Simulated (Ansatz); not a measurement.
Two isomers of C4H9FO: A = `CCOC(C)F`, B = `COCCCF`.

Program: Ansatz. Geometries: PBE0-D4/def2-TZVP. ΔE: electronic, gas phase. CCSD(T)/CBS is the MP2 limit (def2-TZVPP, def2-QZVPP) plus CCSD(T) − MP2 in def2-TZVPP, frozen cores. Functionals use def2-TZVPP. B3LYP here is the variant with VWN-RPA as its local correlation; programs differ in this. Each species was taken in one conformer, which may not be the lowest.

**Question.** Which is lower in electronic energy at CCSD(T)/CBS, and by how much? (Estimate.)

**Answer.** Ansatz gave: A, by 14.6 kcal/mol.

**Question.** Give E(B) − E(A) in kcal/mol with CCSD/def2-TZVPP, PBE0-D4, LDA (SPW92), B3LYP-D4, PBE-D4, HF/def2-TZVPP, B3LYP. (An estimate is asked.)

**Answer.** Computed: CCSD/def2-TZVPP 14.3, PBE0-D4 14.8, LDA (SPW92) 16.4, B3LYP-D4 14.3, PBE-D4 14.8, HF/def2-TZVPP 14.2, B3LYP 14.5. None reverses the order clearly.

**Question.** Does the order hold for the free energy at 298.15 K (harmonic terms from PBE0-D4)? (Best estimate.)

**Answer.** Computed: Yes: G(B) − G(A) = +14.9 kcal/mol, for one conformer each.

Largest T1 diagnostic: 0.011.

At CCSD(T), def2-SVP lies +0.8 kcal/mol from the extrapolated value and def2-TZVPP −0.1 kcal/mol. Leaving LDA and LC-ωPBE aside and taking each functional with its dispersion term where it has one, the values, not all of them listed here, spread over 1.8 kcal/mol, from BLYP-D4 to r2SCAN-D4. LDA lies +1.5 kcal/mol from PBE without D4.
